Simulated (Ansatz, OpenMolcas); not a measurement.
C4H2 (1,3-butadiyne): from total energies to a heat of formation

C4H2: 6 atoms, total charge 0, spin state singlet. As SMILES, `C#CC#C`. Geometry: relaxed at PBE0-D4/def2-TZVP.

Total energies at revPBE/aug-cc-pVDZ (OpenMolcas 26.06); the atoms run unrestricted:

| species | state | energy (Eh) |
| --- | --- | --- |
| C4H2 | singlet | -153.462945 |
| C | triplet | -37.841055 |
| H | doublet | -0.503794 |

Harmonic wavenumbers at PBE0-D4/def2-TZVP, in cm⁻¹: 239, 239, 535, 535, 673, 673, 678, 678, 925, 2128, 2306, 3481, 3483.

Measured heats of formation of the gaseous atoms at 298.15 K, in kJ/mol: C 716.9, H 218.0. Spin-orbit lowering of the atoms at 298 K (mean of the ground term's levels less their thermal mean, from spectra), in kJ/mol: C 0.02. Take 1 Eh = 2625.50 kJ/mol, 1 cm⁻¹ = 0.0119627 kJ/mol, RT = 2.479 kJ/mol.

**Question.** What heat of formation follows?

**Answer.** 
1. Electronic atomisation energy: 4 × (-37.841055) + 2 × (-0.503794) − (-153.462945) = 1.091137 Eh = 2864.8 kJ/mol.
2. Zero-point energy: half the sum of the wavenumbers, 8286.5 cm⁻¹ = 99.1 kJ/mol.
3. Thermal vibrational enthalpy, Σ hcν̃/(exp(hcν̃/kT) − 1): 5.1 kJ/mol. Translation, rotation and pV of a linear molecule: 3.5 RT = 8.7 kJ/mol.
4. The 6 free atoms carry 5/2 RT each: 37.2 kJ/mol.
5. Spin-orbit coupling lowers the free atoms by 4 × 0.02 = 0.1 kJ/mol.
6. Atomisation enthalpy at 298 K: 2864.8 − 0.1 − 99.1 − 5.1 − 8.7 + 37.2 = 2789.0 kJ/mol.
7. Sum of the atoms' heats of formation: 3303.6 kJ/mol. Heat of formation: 3303.6 − 2789.0 = +514.6 kJ/mol.

The tabulated value is +460.4 kJ/mol (Active Thermochemical Tables), so this level is off by +54.2 kJ/mol, or 1.9 % of the atomisation enthalpy. Anharmonicity and any spin-orbit splitting of the molecule are left out.
